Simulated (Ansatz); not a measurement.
Geometry optimisation, Ansatz, RKS B3LYP-D4/6-31G*.

input.yaml

```yaml
crystal:
  periodic: [false, false, false]
  atoms:
    - { symbol: Si, position_ang: [-0.521857, 0.242069, -0.465583] }
    - { symbol: C, position_ang: [-0.233468, -0.143179, 2.586876] }
    - { symbol: H, position_ang: [-0.374763, -0.43095, 3.63375] }
    - { symbol: H, position_ang: [-0.034879, -1.033525, 1.98731] }
    - { symbol: H, position_ang: [0.606869, 0.55203, 2.517283] }
    - { symbol: H, position_ang: [0.832202, 0.611736, 0.011811] }
    - { symbol: H, position_ang: [-0.706282, 0.92396, -1.787356] }
    - { symbol: "N", position_ang: [-0.647013, -1.494621, -0.514157] }
    - { symbol: H, position_ang: [-1.572764, -1.897075, -0.610879] }
    - { symbol: H, position_ang: [0.011684, -2.008552, -1.088926] }
    - { symbol: H, position_ang: [-1.566323, 0.747726, 0.432987] }
    - { symbol: H, position_ang: [-1.142407, 0.348782, 2.211384] }
basis:
  gaussian: { orbitals: "6-31G*" }
hamiltonian:
  xc: b3lyp
  dispersion: d4
relax:
  f_tol: 0.03
  max_steps: 50
```

Run as:

```bash
$ ansatz run input.yaml --threads 1 --pin off --max-ram 2048MiB --backend cpu --events-out ev --progress --plain --runs-dir out
```

Where does it end, and by what steps?

The run converged. The force dipped under the threshold on the way, but the program's further checks kept it going. After 13 steps the energy has fallen by 0.252 eV; H12 moved furthest, 0.95 Å.

```tsv
step	energy less start (eV)	largest force component (eV/Å)	accepted
0	0.0000	0.755	yes
1	-0.1748	0.153	yes
2	-0.2270	0.101	yes
3	-0.2325	0.256	yes
4	-0.2407	0.348	yes
5	-0.2401	0.230	no
6	-0.2477	0.042	yes
7	-0.2491	0.029	yes
8	-0.2500	0.073	yes
9	-0.2507	0.045	yes
10	-0.2512	0.050	yes
11	-0.2515	0.053	yes
12	-0.2517	0.034	yes
13	-0.2518	0.019	yes
```

```xyz
12
Properties=species:S:1:pos:R:3
Si -0.558 0.311 -0.952
C -0.232 -0.231 3.012
H -0.100 -0.897 3.871
H -0.337 -0.821 2.097
H 0.639 0.425 2.926
H 0.777 0.812 -0.533
H -0.730 0.671 -2.394
N -0.633 -1.382 -0.558
H -1.524 -1.859 -0.643
H 0.115 -1.988 -0.876
H -1.636 0.998 -0.195
H -1.129 0.378 3.160
```

Whether the end is a true minimum wasn't checked by a vibrational analysis.

Time of the run: 41 s on 1 thread of Arm Neoverse V1 (shared host), peak memory 0.14 GiB.
